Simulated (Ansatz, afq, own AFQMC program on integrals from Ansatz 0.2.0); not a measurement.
Integrals from Ansatz 0.2.0, then the random walk in our own AFQMC program (afq).

```yaml
crystal:
  periodic: [false, false, false]
  atoms:
    - {symbol: Si, position_ang: [0.000000, 0.000000, 0.000000]}
    - {symbol: N, position_ang: [0.000000, 0.000000, 5.293000]}
basis:
  gaussian: {orbitals: 6-31G}
magnetization: {spin_polarized: true, initial_magnetization: 1}
correlation: {method: ccsd_t, electrons: outside_noble_gas, hamiltonian_folder: ham}
```

```sh
$ ansatz run in.yaml --threads 1 --pin off --events-out ev --progress --plain --max-ram 24576MiB --backend cuda --devices 0, --max-vram 18GiB
```

afq runs on the folder ham with

```
--method phaseless --trial cisd --walkers 4000 --populations 20 --least-time 60 --time-step 0.005 --steps-per-block 50 --equilibration-blocks 40 --max-blocks 4000 --target-error 0.00036 --factor-cut 1e-05 --start spin_pure --seed 780 --release-times 0.24,0.51,0.99,1.62,2.4 --release-step 0.03 --release-every 3 --taylor-order 6
```

Times are imaginary, in 1/Eh. The walk had a cap of 122 s. With eight or more populations the least sampling time is a fifth of least-time, and the error comes from their spread.

afq prints:

```
orbitals 16  electrons 5 4  factors 65 of 272
reference energy -343.21346810 Eh
CCSD correlation -0.05736222 Eh in 18 cycles, weight of the determinant in the CISD state 0.9588
energy of the start -343.270589 Eh
 block  time / (1/Eh)  mean weight  energy / Eh
     1     0.250  1.0000  -343.270430
     2     0.500  1.0000  -343.270555
     3     0.750  1.0000  -343.270713
     4     1.000  1.0000  -343.270868
     5     1.250  1.0000  -343.270886
     7     1.750  0.9999  -343.270994
     9     2.250  0.9999  -343.271123
    11     2.750  1.0001  -343.271179
    15     3.750  1.0003  -343.271215
    19     4.750  0.9999  -343.271250
    23     5.750  0.9997  -343.271291
    27     6.750  1.0003  -343.271213
    31     7.750  1.0000  -343.271085
    35     8.750  1.0000  -343.271149
    39     9.750  1.0000  -343.271084
    43    10.750  1.0002  -343.271174
    47    11.750  0.9997  -343.271235
    51    12.750  1.0002  -343.271256
    55    13.750  1.0000  -343.271056
    59    14.750  0.9999  -343.271288
    63    15.750  0.9997  -343.271234
    67    16.750  1.0000  -343.271217
    71    17.750  1.0001  -343.271171
    75    18.750  0.9996  -343.271152
    79    19.750  1.0001  -343.271172
    81    20.250  1.0000  -343.271310
    83    20.750  1.0001  -343.271083
    87    21.750  0.9999  -343.271143
    89    22.250  1.0000  -343.271106
error from the spread of 20 populations
released: time / (1/Eh)  energy / Eh  error  mean overlap
  0.24  -343.271200  0.000023  0.9980
  0.51  -343.271197  0.000016  0.9994
  0.99  -343.271255  0.000027  0.9967
  1.62  -343.271225  0.000011  0.9950
  2.40  -343.271347  0.000100  0.9986
energy -343.271197 +/- 0.000018 Eh
(rows thinned)
```

The run passed its tests (sampling time, drift between the halves within three errors, error under three times the target), which doesn't prove that it has relaxed. The second half of the sampling lies above the first by 1.9 errors of their difference, so the energy may still be moving and its error bar be too small.

Against this walk (error 0.5 meV) on the same determinant: CCSD(T) 2.3 meV higher, CCSDT(Q) 0.4 meV lower (within the noise), CCSDTQ 0.5 meV lower (within the noise), full CI 0.5 meV lower (within the noise). The error is statistical and leaves out the bias of the constraint. The determinant has ⟨S²⟩ = 2.75, so the low cluster orders mix in higher spin, while the walk starts as a pure doublet. Released to 1.62 1/Eh the energy moves by -0.8 ± 0.6 meV (both errors), within twice the noise. The determinant is a poor start (see the cautions), so the low cluster orders aren't to be relied on, and full CI is the sure value.

Cautions: constraint bias not in the error; unrestricted determinant spin contaminated (⟨S²⟩ 2.75 against 0.75); the next higher spin lies close (within 5 meV by full CI).

The walk took 18 s on 1 × NVIDIA H100 80GB HBM3 with 2 threads of AMD EPYC 7R13 Processor (Zen 3), with other jobs on the host (the card was shared). The log's last line is the phaseless energy.

CCSDT and higher add their correlation energy to the determinant of the CCSD(T) run, since their own runs factorise the integrals more tightly (a shift of under 2 meV). A walk keeps the symmetry of its determinant, which the program's search chose and which needn't be the lowest solution, so a lower state of the same spin and another symmetry isn't excluded.
